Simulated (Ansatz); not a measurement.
hcp Zr was calculated with PBEsol (Ansatz, an electronic-structure program, plane waves, PAW).

Run with plane-wave cutoff 500 eV, 30×30×14 k mesh (along the axes of the cell as run), Fermi–Dirac smearing 0.1 eV, scalar-relativistic PAW data made under PBE.

Computed at the level's own relaxed cell.

What does this level give for the volume per atom, lattice parameter a and lattice parameter c?


* **volume per atom**: 22.47 Å³/atom
* **lattice parameter a**: 3.183 Å
* **lattice parameter c**: 5.122 Å

Measured, for comparison: lattice constant a 3.232 Å, lattice parameter c 5.148 Å (293 K, not corrected to a static lattice; as tabulated in Wikipedia's data pages). Computed (rounded) less measured: lattice constant a -1.5 %, lattice parameter c -0.5 %. A static lattice is as a rule a little smaller and stiffer than an uncorrected measurement, which narrows the difference in the lattice constant a, lattice parameter c and would widen misses of the other sign.

Static lattice: no zero-point or thermal effects.
